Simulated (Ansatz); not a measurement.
# C₃H₃FS: up Jacob's ladder to CCSD(T)

How much do the methods differ for C₃H₃FS? The plan is to run it at one geometry with functionals of several rungs and with coupled cluster. The yardstick is the atomisation energy at the CCSD(T) limit.

The runs use Ansatz 0.2.0, Gaussian basis; functionals in def2-TZVPP, the program's frozen cores in correlated methods.

The runs, in order: LDA (SPW92), PBE-D4, revPBE-D4, BLYP-D4, r2SCAN-D4, B97M-V, PBE0-D4, B3LYP-D4, r2SCANh-D4, r2SCAN0-D4, HSE06-D4, BHLYP-D4, CAM-B3LYP-D4, LC-ωPBE, ωB97X-V, ωB97M-V, B2PLYP, PBE-QIDH; CCSD(T)/def2-SVP; CCSD(T)/def2-TZVPP; MP2/def2-QZVPP; extrapolation to the limit; RPA on PBE.

## (1) The relaxed structure

The geometry comes from an earlier relaxation with PBE0-D4 in a triple-zeta def2 set; it is a stationary point, not always the lowest conformer.

8 atoms, charge 0, spin multiplicity 1.

Atoms are counted from 1 here; the program's logs count them from 0.

Bond lengths: F1–C2 1.376 Å, C2–C3 1.463 Å, C2–H6 1.094 Å, C2–H7 1.096 Å, C3–C4 1.276 Å, C3–S5 1.843 Å, C4–S5 1.821 Å, C4–H8 1.076 Å. Angles: F1–C2–C3 111.1°, F1–C2–H6 108.7°, F1–C2–H7 108.0°, C3–C2–H6 109.8°, C3–C2–H7 109.6°, H6–C2–H7 109.6°, C2–C3–C4 152.7°, C2–C3–S5 138.1°, C4–C3–S5 68.7°, C3–C4–S5 70.5°, C3–C4–H8 150.9°, S5–C4–H8 138.4°, C3–S5–C4 40.7°.

## (2) LDA

This LDA is Slater exchange with PW92 correlation.

Contents of in.yaml:

```yaml
crystal:
  periodic: [false, false, false]
  atoms:
    - {symbol: F, position_ang: [-0.194990, 1.657914, 1.248110]}
    - {symbol: C, position_ang: [0.541550, 0.889112, 0.375837]}
    - {symbol: C, position_ang: [-0.249006, -0.228300, -0.139344]}
    - {symbol: C, position_ang: [-0.413570, -1.457216, -0.438893]}
    - {symbol: S, position_ang: [-1.806843, -0.481946, -1.090595]}
    - {symbol: H, position_ang: [1.422649, 0.509253, 0.902117]}
    - {symbol: H, position_ang: [0.857976, 1.528930, -0.455477]}
    - {symbol: H, position_ang: [-0.065767, -2.474846, -0.457556]}
basis:
  gaussian: {orbitals: def2-TZVPP}
hamiltonian: {xc: lda}
output: {orbitals: {seedname: orbitals}}
```

Further steps of the session: PBE-D4 (GGA); revPBE-D4 (GGA); BLYP-D4 (GGA); r2SCAN-D4 (meta-GGA); B97M-V (meta-GGA); PBE0-D4 (hybrid); B3LYP-D4 (hybrid); r2SCANh-D4 (hybrid); r2SCAN0-D4 (hybrid); HSE06-D4 (hybrid); BHLYP-D4 (hybrid); CAM-B3LYP-D4 (range-separated); LC-ωPBE (range-separated); ωB97X-V (range-separated); ωB97M-V (range-separated); B2PLYP (double hybrid); PBE-QIDH (double hybrid); CCSD(T) in def2-SVP; CCSD(T) in def2-TZVPP; MP2 in def2-QZVPP; RPA on PBE orbitals.

Q: Predict the results of all the runs planned. Wanted: atomisation energy, CCSD(T)/CBS; farthest beyond LDA; mean size of error, GGA; mean size of error, meta-GGA; mean size of error, hybrid; mean size of error, range-separated; mean size of error, double hybrid; gap, smallest and largest; T1 diagnostic.

As calculated:

| quantity | value |
| --- | --- |
| atomisation energy, CCSD(T)/CBS | 3134.0 kJ/mol |
| functionals within 15.7 kJ/mol (0.5 %) | B3LYP-D4, r2SCANh-D4, CAM-B3LYP-D4, LC-ωPBE, ωB97X-V, PBE-QIDH |
| farthest beyond LDA | PBE-D4 (+154.4 kJ/mol) |
| mean size of error, GGA | 76.7 kJ/mol |
| mean size of error, meta-GGA | 25.0 kJ/mol |
| mean size of error, hybrid | 51.4 kJ/mol |
| mean size of error, range-separated | 13.1 kJ/mol |
| mean size of error, double hybrid | 15.9 kJ/mol |
| gap, smallest and largest | 2.43 eV (LDA (SPW92)), 9.84 eV (LC-ωPBE) |
| T1 diagnostic | 0.0116 |
| triples share of the correlation energy | 4.4 % |

LDA overbinds by 599.6 kJ/mol (19 %). PBE-D4 misses by +154.4 kJ/mol. Double hybrids carry the basis error of their MP2 part in triple zeta, and no dispersion term here, so their miss is partly the set-up's. Taken by rung, range-separated functionals do best (13.1 kJ/mol on average) and GGA ones worst beyond LDA (76.7 kJ/mol). The gap between the best rungs is small, so their order is not settled. Misses under about 15.7 kJ/mol are within the doubt on the reference itself, which lacks core-valence correlation, relativity and higher excitations. Hartree-Fock recovers 68 % of the binding; the rest is correlation. CCSD(T) in def2-SVP is off by -179.8 kJ/mol, which most functionals beat. Orbital gaps span 2.4 to 9.8 eV; exact exchange widens them. The restricted reference is unstable towards a spin-broken one.
